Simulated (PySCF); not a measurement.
Geometries of 3 isomers of C6H10, from PySCF 2.14.0, PBE0-D3(BJ)/def2-SVP geometry optimisation, gas phase. One conformer each, no zero-point energy, no frequencies.

Question: Which is lowest in electronic energy at this level?
A.
```xyz
16
angstrom
C      3.011   -0.610    0.128
C      1.721   -0.360   -0.142
C      0.941    0.676    0.515
C     -0.353    0.972    0.290
C     -1.291    0.301   -0.662
C     -2.423   -0.434    0.053
H      3.558   -0.027    0.876
H      3.561   -1.400   -0.388
H      1.217   -0.970   -0.899
H      1.478    1.267    1.266
H     -0.793    1.781    0.886
H     -0.751   -0.396   -1.321
H     -1.727    1.070   -1.325
H     -2.991    0.247    0.707
H     -3.130   -0.873   -0.667
H     -2.029   -1.245    0.684
```
B.
```xyz
16
angstrom
C     -0.015    1.514    0.337
C      1.195    0.944    0.296
C      1.414   -0.504   -0.031
C      0.170   -1.155   -0.628
C     -1.084   -0.750    0.138
C     -1.290    0.761    0.097
H     -0.095    2.583    0.558
H      2.080    1.552    0.507
H      2.268   -0.602   -0.723
H      1.724   -1.041    0.886
H      0.065   -0.840   -1.681
H      0.281   -2.251   -0.639
H     -0.984   -1.074    1.189
H     -1.970   -1.266   -0.265
H     -2.045    1.066    0.841
H     -1.712    1.063   -0.881
```
C.
```xyz
16
angstrom
C      2.265   -0.206   -0.062
C      0.937   -0.086   -0.026
C     -0.019   -1.008    0.705
C     -1.357   -0.263    0.697
C     -1.323    0.509   -0.622
C      0.125    0.996   -0.710
H      2.782   -1.006    0.476
H      2.885    0.493   -0.630
H      0.336   -1.274    1.712
H     -0.112   -1.953    0.141
H     -1.396    0.447    1.541
H     -2.227   -0.930    0.792
H     -1.540   -0.178   -1.459
H     -2.061    1.324   -0.671
H      0.466    1.195   -1.737
H      0.238    1.941   -0.149
```

Answer: B. That is cyclohexene (`C1=CCCCC1`), 5.5 kcal/mol below the next.

```json
{"SMILES": "C1=CCCCC1", "atoms numbered as above": "[CH:1]1=[CH:2][CH2:3][CH2:4][CH2:5][CH2:6]1", "E (Eh)": "-234.20669", "relative (kcal/mol)": "0.0", "relative (kJ/mol)": "0.0", "dipole (D)": "0.29"}
{"SMILES": "C=C1CCCC1", "atoms numbered as above": "[CH2:1]=[C:2]1[CH2:3][CH2:4][CH2:5][CH2:6]1", "E (Eh)": "-234.19800", "relative (kcal/mol)": "5.5", "relative (kJ/mol)": "22.8", "dipole (D)": "0.60"}
{"SMILES": "C=C/C=C\\CC", "atoms numbered as above": "[CH2:1]=[CH:2]/[CH:3]=[CH:4]\\[CH2:5][CH3:6]", "E (Eh)": "-234.16952", "relative (kcal/mol)": "23.3", "relative (kJ/mol)": "97.6", "dipole (D)": "0.55"}
```
